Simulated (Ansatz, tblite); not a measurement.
**Al(OH)3 (AlH₃O₃): one state, many levels**

One table from this session's results is given with a row withheld; the runs are named, their logs left out.

Method: as each input shows; program: Ansatz 0.2.0, Gaussian basis.

Levels to be run: GFN1-xTB, GFN2-xTB, PBE-D4/def2-TZVP, r2SCAN-D4/def2-TZVP, B2PLYP/def2-TZVP, HSE06-D4/def2-TZVP, r2SCAN0-D4/def2-TZVP, B97M-V/def2-TZVP, CAM-B3LYP-D4/def2-TZVP, revPBE-D4/def2-TZVP, ωB97M-V/def2-TZVP, PBE-D4/def2-SVP, PBE0-D4/def2-SVP, HF/STO-3G, PBE0-D4/def2-TZVPD, PBE-D4/def2-TZVPD, r2SCAN-D4/def2-TZVPD, CCSD(T)/def2-TZVPP, MP2/def2-TZVP, RPA/def2-TZVP.

**The structure**

The geometry is that of the singlet, from an earlier relaxation (PBE-D4/def2-TZVP).

7 atoms, charge 0, spin multiplicity 1.

Bond lengths: Al1–O2 1.707 Å, Al1–O4 1.707 Å, Al1–O6 1.707 Å, O2–H3 0.967 Å, O4–H5 0.967 Å, O6–H7 0.967 Å. Angles: O2–Al1–O4 120.0°, O2–Al1–O6 120.0°, O4–Al1–O6 120.0°, Al1–O2–H3 120.3°, Al1–O4–H5 120.3°, Al1–O6–H7 120.4°.

Coordinates:

```xyz
7

Al   -0.0003   -0.0001    0.0004
O     1.6107    0.3123    0.4715
H     2.2804   -0.3829    0.4122
O    -1.1754    1.2339    0.1077
H    -0.9332    2.1111    0.4352
O    -0.4357   -1.5459   -0.5791
H    -1.3466   -1.7285   -0.8477
```

PBE0-D4/def2-TZVP was run before; its log isn't repeated, and its numbers join the tables.

Set-up of the first run:

Tight binding, by tblite at 300 K electronic temperature and without a spin-polarisation term:

```python
tblite.interface.Calculator('GFN1-xTB', numbers, positions, charge=0, uhf=0).singlepoint()
```

Tight binding, by tblite at 300 K electronic temperature and without a spin-polarisation term:

```python
tblite.interface.Calculator('GFN2-xTB', numbers, positions, charge=0, uhf=0).singlepoint()
```

start.molden holds the orbitals of an earlier run on this state, given as this run's starting guess.

in.yaml

```yaml
crystal:
  periodic: [false, false, false]
  atoms:
    - {symbol: Al, position_ang: [-0.000283, -0.000075, 0.000378]}
    - {symbol: O, position_ang: [1.610733, 0.312322, 0.471476]}
    - {symbol: H, position_ang: [2.280372, -0.382895, 0.412165]}
    - {symbol: O, position_ang: [-1.175367, 1.233948, 0.107672]}
    - {symbol: H, position_ang: [-0.933173, 2.111103, 0.435153]}
    - {symbol: O, position_ang: [-0.435691, -1.545880, -0.579117]}
    - {symbol: H, position_ang: [-1.346581, -1.728524, -0.847726]}
basis:
  gaussian: {orbitals: def2-TZVP, initial_orbitals: start.molden}
hamiltonian: {xc: pbe, dispersion: d4}
scf: {omitted_lower_state_checks: [starts]}
output: {orbitals: {seedname: orbitals}}
```

Started as:

```bash
$ ansatz run in.yaml --threads 4 --pin off --events-out ev --progress --plain --max-ram 3916MiB
```

Steps of the session up to this table: PBE-D4/def2-TZVP; r2SCAN-D4/def2-TZVP; B2PLYP/def2-TZVP; HSE06-D4/def2-TZVP; r2SCAN0-D4/def2-TZVP; B97M-V/def2-TZVP; CAM-B3LYP-D4/def2-TZVP; revPBE-D4/def2-TZVP; ωB97M-V/def2-TZVP; PBE-D4/def2-SVP; PBE0-D4/def2-SVP; HF/STO-3G; PBE0-D4/def2-TZVPD; PBE-D4/def2-TZVPD; r2SCAN-D4/def2-TZVPD; CCSD(T)/def2-TZVPP; MP2/def2-TZVP; RPA/def2-TZVP.

One table of the session follows, with a row left open; its other results are not shown here.

It belongs to the step «Levels side by side». 

```
                 level  HOMO (eV)  LUMO (eV)  gap (eV)
             HF/STO-3G      -8.77      10.70     19.47
       PBE-D4/def2-SVP      -6.80      -1.10      5.70
      PBE-D4/def2-TZVP      -7.28      -1.41      5.87
     PBE-D4/def2-TZVPD      -7.42      -1.75      5.67
   revPBE-D4/def2-TZVP      -7.20      -1.27      5.92
   r2SCAN-D4/def2-TZVP      -7.67      -0.88      6.79
  r2SCAN-D4/def2-TZVPD          ?          ?         ?
      B97M-V/def2-TZVP      -7.70      -1.24      6.46
      PBE0-D4/def2-SVP      -8.63      -0.25      8.37
     PBE0-D4/def2-TZVP      -9.00      -0.54      8.46
    PBE0-D4/def2-TZVPD      -9.11      -0.99      8.12
  r2SCAN0-D4/def2-TZVP      -9.29      -0.22      9.07
    HSE06-D4/def2-TZVP      -8.59      -0.91      7.68
CAM-B3LYP-D4/def2-TZVP     -10.55       0.27     10.82
     ωB97M-V/def2-TZVP     -11.50       1.05     12.55
```

Q: Estimate the row for r2SCAN-D4/def2-TZVPD from the others.

As computed: HOMO (eV): -7.77; LUMO (eV): -1.20; gap (eV): 6.57. In the column «HOMO (eV)» it lies between HSE06-D4/def2-TZVP (-8.59) and B97M-V/def2-TZVP (-7.70).
